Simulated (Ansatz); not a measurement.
# Molecular dynamics of AlFH3N

Input:

```yaml
crystal:
  periodic: [false, false, false]
  atoms:
    - { symbol: Al, position_ang: [-0.047468, 0.01001, -0.046692] }
    - { symbol: F, position_ang: [-0.058252, -0.431485, 1.556531] }
    - { symbol: H, position_ang: [1.318907, 0.414623, -0.740339] }
    - { symbol: "N", position_ang: [-1.584214, 0.003058, -0.89945] }
    - { symbol: H, position_ang: [-2.485329, -0.251926, -0.48506] }
    - { symbol: H, position_ang: [-1.698745, 0.255721, -1.884989] }
basis:
  gaussian: { orbitals: def2-SVP }
hamiltonian:
  xc: lda
md:
  timestep: 0.5
  n_steps: 300
  ensemble: nvt_nose_hoover
  temperature: 1000.0
  initial_velocities: maxwell_boltzmann
  seed: 647523
  nose_hoover: { tau: 100.0, chain_length: 1 }
```

Command:

```bash
$ ansatz run input.yaml --threads 1 --pin off --max-ram 2048MiB --backend cpu --events-out ev --progress --plain --runs-dir out
```

It starts from a relaxed structure.

Output, in part (step lines, the closing report, with atoms numbered from 0):

```
md step     0: t =     0.00 fs  T =  1000.0 K  F+E_penalty+E_count = -10791.16294814 eV  E_kin = 0.517040 eV  conserved = -10790.64590815 eV  (24 SCF iters)
md step     1: t =     0.50 fs  T =   975.6 K  F+E_penalty+E_count = -10791.15002279 eV  E_kin = 0.504417 eV  conserved = -10790.64560538 eV  (27 SCF iters)
md step     2: t =     1.00 fs  T =   908.7 K  F+E_penalty+E_count = -10791.11483966 eV  E_kin = 0.469845 eV  conserved = -10790.64499507 eV  (26 SCF iters)
md step     3: t =     1.50 fs  T =   817.0 K  F+E_penalty+E_count = -10791.06672040 eV  E_kin = 0.422409 eV  conserved = -10790.64431524 eV  (27 SCF iters)
md step     4: t =     2.00 fs  T =   720.6 K  F+E_penalty+E_count = -10791.01629258 eV  E_kin = 0.372558 eV  conserved = -10790.64374474 eV  (27 SCF iters)
md step     5: t =     2.50 fs  T =   636.7 K  F+E_penalty+E_count = -10790.97258152 eV  E_kin = 0.329209 eV  conserved = -10790.64339244 eV  (28 SCF iters)
md step     6: t =     3.00 fs  T =   576.2 K  F+E_penalty+E_count = -10790.94118464 eV  E_kin = 0.297909 eV  conserved = -10790.64331038 eV  (27 SCF iters)
md step     7: t =     3.50 fs  T =   541.4 K  F+E_penalty+E_count = -10790.92339436 eV  E_kin = 0.279945 eV  conserved = -10790.64350363 eV  (27 SCF iters)
[... lines left out ...]
md step   297: t =   148.50 fs  T =  1023.4 K  F+E_penalty+E_count = -10790.84135715 eV  E_kin = 0.529144 eV  conserved = -10790.64352040 eV  (27 SCF iters)
md step   298: t =   149.00 fs  T =  1122.8 K  F+E_penalty+E_count = -10790.89004444 eV  E_kin = 0.580520 eV  conserved = -10790.64414892 eV  (27 SCF iters)
md step   299: t =   149.50 fs  T =  1186.0 K  F+E_penalty+E_count = -10790.91954033 eV  E_kin = 0.613230 eV  conserved = -10790.64449979 eV  (27 SCF iters)
md step   300: t =   150.00 fs  T =  1202.8 K  F+E_penalty+E_count = -10790.92443713 eV  E_kin = 0.621916 eV  conserved = -10790.64439470 eV  (26 SCF iters)
Total energy: -10790.92447187 eV, -396.5591599900 hartree
Atom 0 at    -0.050632    -0.008660    -0.054149 Å, force     0.452215     0.774431     0.159588 eV/Å
Atom 1 at    -0.043807    -0.429555     1.588126 Å, force     0.011904     0.169410    -0.973829 eV/Å
Atom 2 at     1.216764     0.792180    -0.777286 Å, force    -0.448930    -0.714580     0.481849 eV/Å
Atom 3 at    -1.581694     0.003955    -0.926770 Å, force     0.288399    -0.094213     0.365350 eV/Å
Atom 4 at    -2.466273     0.043418    -0.446753 Å, force    -0.711620    -0.220029     0.773665 eV/Å
Atom 5 at    -1.838221     0.033732    -1.902595 Å, force     0.408031     0.084982    -0.806622 eV/Å
Dipole moment:    -0.309395    -0.028685    -0.391884 e Å
```

The steps, from the saved trajectory:

| time (fs) | T (K) | potential energy less start (eV) | conserved less start (meV/atom) |
| --- | --- | --- | --- |
| 0.0 | 1000 | 0.000 | 0.00 |
| 5.0 | 504 | 0.257 | 0.17 |
| 10.0 | 526 | 0.246 | 0.07 |
| 15.0 | 411 | 0.307 | 0.07 |
| 20.0 | 539 | 0.243 | 0.19 |
| 25.0 | 851 | 0.085 | 0.01 |
| 30.0 | 272 | 0.390 | 0.35 |
| 35.0 | 689 | 0.177 | 0.15 |
| 40.0 | 463 | 0.301 | 0.41 |
| 45.0 | 605 | 0.233 | 0.38 |
| 50.0 | 334 | 0.381 | 0.45 |
| 55.0 | 291 | 0.407 | 0.55 |
| 60.0 | 586 | 0.263 | 0.44 |
| 65.0 | 427 | 0.355 | 0.61 |
| 70.0 | 674 | 0.238 | 0.43 |
| 75.0 | 323 | 0.431 | 0.60 |
| 80.0 | 560 | 0.316 | 0.45 |
| 85.0 | 623 | 0.297 | 0.37 |
| 90.0 | 470 | 0.387 | 0.45 |
| 95.0 | 857 | 0.203 | 0.20 |
| 100.0 | 434 | 0.434 | 0.43 |
| 105.0 | 982 | 0.168 | 0.13 |
| 110.0 | 568 | 0.399 | 0.27 |
| 115.0 | 757 | 0.314 | 0.08 |
| 120.0 | 647 | 0.387 | 0.10 |
| 125.0 | 894 | 0.276 | 0.15 |
| 130.0 | 1144 | 0.175 | 0.07 |
| 135.0 | 546 | 0.506 | 0.37 |
| 140.0 | 1020 | 0.280 | 0.20 |
| 145.0 | 707 | 0.470 | 0.51 |
| 150.0 | 1203 | 0.239 | 0.25 |

The run went to its last step. The conserved energy stayed within 0.82 meV per atom of its start (net change 0.25 meV per atom), so the integration is sound. The mean temperature of the second half is 32 % below the set value. A run of 0.15 ps of so small a system gives no equilibrium averages.

The same pairs are bonded in the first frame and the last. Pairs count as bonded within 1.25 times the sum of covalent radii (0.12 Å more for H–H).

Last frame:

```xyz
6
Properties=species:S:1:pos:R:3
Al -0.051 -0.009 -0.054
F -0.044 -0.430 1.588
H 1.217 0.792 -0.777
N -1.582 0.004 -0.927
H -2.466 0.043 -0.447
H -1.838 0.034 -1.903
```

Time of the run: 3.9 min on 1 thread of Arm Neoverse V1 (shared host), peak memory 0.097 GiB.
